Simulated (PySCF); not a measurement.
Compound: C₄H₉NO.
Numbering: `[CH3:1][CH2:2][CH2:3][C:4]([NH2:5])=[O:6]` (hydrogens: H7, H8, H9 on C1; H10, H11 on C2; H12, H13 on C3; H14, H15 on N5)

Structure used (PBE0-D3(BJ)/def2-TZVP), in Å, numbered top down from 1:
```
atom  x, y, z in Å
C1    -2.2086   -0.4154   -0.2986
C2    -0.7518   -0.4232   -0.7259
C3     0.1569    0.1860    0.3228
C4     1.6170    0.1931   -0.0841
N5     2.4667    0.6612    0.8666
O6     2.0078   -0.1787   -1.1696
H7    -2.5636    0.6026   -0.1129
H8    -2.8487   -0.8529   -1.0675
H9    -2.3578   -0.9880    0.6214
H10   -0.4215   -1.4442   -0.9333
H11   -0.6261    0.1228   -1.6639
H12   -0.1422    1.2205    0.5322
H13    0.0606   -0.3520    1.2736
H14    2.1448    0.9528    1.7704
H15    3.4492    0.6941    0.6590
```

Computed with PySCF at wB97X-D/pcSseg-2, non-relativistic, on one gas-phase PBE0-D3(BJ)/def2-TZVP geometry that isn't relaxed in the solvent. The solvent is an IEF-PCM continuum (cavity from Bondi-type radii × 1.2). Only the electrostatic response of the medium enters.

Gas phase at wB97X-D/pcSseg-2: HOMO -9.25 eV, LUMO 2.04 eV, dipole 3.70 D.

Question: What does the continuum do to the energy, the frontier levels and the dipole at wB97X-D/pcSseg-2 in chloroform?

Answer: 
| solvent | ε | E(solvent) − E(gas) (kcal/mol) | polarisation term (kcal/mol) | distortion of the solute (kcal/mol) | HOMO (eV) | LUMO (eV) | dipole (D) |
| --- | --- | --- | --- | --- | --- | --- | --- |
| chloroform | 4.711 | -6.67 | -7.75 | 1.08 | -9.43 | 2.40 | 4.67 |

The polarisation term is half the interaction of the solute with the surface charges that it induces; the rest is the cost of distorting the solute's density. The sum is the electrostatic part of solvation alone.

Question: Which radius a makes the point-dipole formula ΔE = −[(ε − 1)/(2ε + 1)]·μ²/a³ give the value in chloroform, with the gas-phase dipole?

Answer: μ = 1.457 au and |ΔE| = 0.01063 Eh give a = 2.19 Å; the farthest nucleus lies 3.58 Å from the centroid of the nuclei, so such a sphere wouldn't even hold the nuclei. The formula assumes a rigid point dipole at the centre of a sphere.

Question: Give the dipole vector in the frame of the coordinates (D, pointing from negative to positive charge), gas and chloroform.

Answer: Gas (-0.55, 1.24, 3.45), solvent (-0.67, 1.57, 4.35). Its length changes by +26 % and its direction by less than 1°.

wB97X-D is run here without its empirical dispersion term; that term would change no orbital, density or response property at a fixed geometry.
